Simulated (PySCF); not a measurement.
C4H8O2 (charge +1 and doublet state).
Structure used (GFN2-xTB), in Å, numbered top down from 1:
```xyz
14
C4H8O2 angstrom
C     -2.0425    0.5058    0.4262
O     -0.8184   -0.1308    0.2656
C     -0.0270    0.1486   -0.8371
C      1.4441   -0.0782   -0.4769
C      1.6951    0.5633    0.8656
O      0.8318    0.8449    1.6275
H     -2.8463   -0.1423    0.0403
H     -2.0960    1.4764   -0.0740
H     -2.2178    0.6076    1.5022
H     -0.1991    1.1654   -1.2193
H     -0.2698   -0.5590   -1.6524
H      1.6646   -1.1414   -0.3280
H      2.1130    0.2995   -1.2500
H      2.7675    0.7198    1.0880
```

The hyperfine couplings belong to this conformer and change with its torsions.

Identity: `O(CCC=[O+])C` [radical] (charge +1).

Theory: PySCF, UKS B3LYP, pcH-1 on C H O, non-relativistic, mean-field spin-orbit, GIAO. Geometry: GFN2-xTB, one conformer, isolated ion. A GFN2-xTB geometry isn't a minimum of the functional, and hyperfine couplings can be far from their values at a DFT geometry, by a factor of two or more for some ions and for spin on atoms past the first row. The SCF solution wasn't tested for stability.

Task: Where do the isotropic ENDOR lines of H14, H10/H11, H7/H8/H9 and H12/H13 fall at 332.3 mT, to first order?

Result: For S = 1/2 in fast tumbling each set of equivalent nuclei gives two lines, ν± = |νn ± a/2| to first order, with νn = g_N μN B/h and μN/h = 7.62259 MHz/T.

```json
{"nuclei": "H14", "isotope": "1H", "g_N": "5.5857", "νn (MHz)": "14.15", "a_iso (MHz)": "181.06", "lower line (MHz)": "76.38", "upper line (MHz)": "104.68"}
{"nuclei": "H10/H11", "isotope": "1H", "g_N": "5.5857", "νn (MHz)": "14.15", "a_iso (MHz)": "98.53", "lower line (MHz)": "35.12", "upper line (MHz)": "63.42"}
{"nuclei": "H7/H8/H9", "isotope": "1H", "g_N": "5.5857", "νn (MHz)": "14.15", "a_iso (MHz)": "60.12", "lower line (MHz)": "15.91", "upper line (MHz)": "44.21"}
{"nuclei": "H12/H13", "isotope": "1H", "g_N": "5.5857", "νn (MHz)": "14.15", "a_iso (MHz)": "-5.62", "lower line (MHz)": "11.34", "upper line (MHz)": "16.96"}
```

Task: Which pairs are centred on the nuclear Larmor frequency, and which on half the coupling?

Result: Centred on νn, since |a| < 2νn: H12/H13. Centred on |a|/2 and split by 2νn: H14, H10/H11 and H7/H8/H9.

Class means assume fast exchange of nuclei equivalent by connectivity; if that motion is slow, each nucleus keeps its own coupling. The three 1H nuclei of mean +60.1 MHz run from 4.8 to 121.9 MHz in the frozen geometry. The 1H value of +98.5 MHz is a mean of couplings from 15.1 to 182.0 MHz in this one geometry, not an average over conformers. The 1H value of -5.6 MHz is a mean of couplings from -9.5 to -1.8 MHz in this one geometry, not an average over conformers.

The largest Mulliken spin populations are on O2 (+0.41), O6 (+0.36), C4 (+0.08) and H14 (+0.07).
